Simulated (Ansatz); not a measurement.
# LiPH₂ (triplet): from Hartree-Fock to the top rungs at scale of all distances = 0.894, 6-31G

One table from this session's results is given with a row withheld; the runs are named, their logs left out.

Method: 6-31G, core rule «outside noble gas», up to 6 orbitals frozen; program: Ansatz 0.2.0, Gaussian basis.

To be run: UHF; CCSD(T) on ROHF; CCSD(T) on UHF; BCCD(T) on ROHF; CISD as a restricted active space (open shells left free, so some higher excitations enter); CCSDT(Q) on ROHF; CCSDT(Q) on UHF; CASSCF and MRCISD+Q, 4 electrons in 4 orbitals; CASSCF and NEVPT2, 4 electrons in 4 orbitals; Full CI.

34 further runs of the same task are left out: 19 for a known fault of the program, 11 that didn't finish, 4 set aside as unsound or not needed. Runs told in other sessions of the task aren't counted.

**What is computed**

The geometry derives from a PBE0/def2-TZVP stationary point (not a proven minimum). All distances are scaled together.

4 atoms, charge 0, spin multiplicity 3.

Atoms are counted from 1 here; the program's logs count them from 0.

Bond lengths: P1–Li2 2.741 Å, P1–H3 1.278 Å, P1–H4 1.270 Å. Angles: Li2–P1–H3 161.0°, Li2–P1–H4 105.7°, H3–P1–H4 93.2°.

The first run:

Input file in.yaml:

```yaml
crystal:
  periodic: [false, false, false]
  atoms:
    - {symbol: P, position_ang: [0.000000, 0.024421, 0.437127]}
    - {symbol: Li, position_ang: [0.000000, -0.000995, -2.304238]}
    - {symbol: H, position_ang: [0.000000, 0.450842, 1.642173]}
    - {symbol: H, position_ang: [0.000000, -1.194429, 0.792755]}
basis:
  gaussian: {orbitals: 6-31G}
magnetization: {spin_polarized: true, initial_magnetization: 2}
hamiltonian: {xc: hf}
output: {orbitals: {seedname: orbitals}}
```

Run with:

```console
$ ansatz run in.yaml --threads 1 --pin off --events-out ev --progress --plain --max-ram 2393MiB
```

Among the steps run: UHF; CCSD(T) on ROHF; CCSD(T) on UHF; BCCD(T) on ROHF; CISD as a restricted active space (open shells left free, so some higher excitations enter); CCSDT(Q) on ROHF; CCSDT(Q) on UHF; CASSCF and MRCISD+Q, 4 electrons in 4 orbitals; CASSCF and NEVPT2, 4 electrons in 4 orbitals; Full CI.

One table of the session follows, with a row left open; its other results are not shown here.

```
   method  from FCI (meV)
     ROHF         +1737.7
      UHF         +1687.7
     RMP2               ?
     UMP2          +451.8
     CISD           +64.3
    RCCSD           +23.2
    UCCSD           +23.2
 RCCSD(T)            +6.3
 UCCSD(T)            +6.3
  BCCD(T)            +6.5
   RCCSDT            +0.7
   UCCSDT            +0.6
RCCSDT(Q)            +0.2
UCCSDT(Q)            +0.1
      FCI               0
```

Estimate the missing values for RMP2.

**Answer.** from FCI (meV): +460.4. In the column «from FCI (meV)» it lies between UMP2 (+451.8) and UHF (+1687.7).

Left out of the table: CASSCF pair, NEVPT2 pair, MRCISD pair, MRCISD+Q pair (the active space lost an orbital or holds another state than full CI finds).

Caveats from the session: Levels on UHF freeze UHF's core orbitals, full CI those of ROHF, so the U rows can settle a little off it for that reason alone. Restricted and unrestricted rows rest on different reference determinants; a gap between their highest levels can come from leftover correlation error, from unlike frozen cores or from another state. Warnings in the runs' records: passed over end.
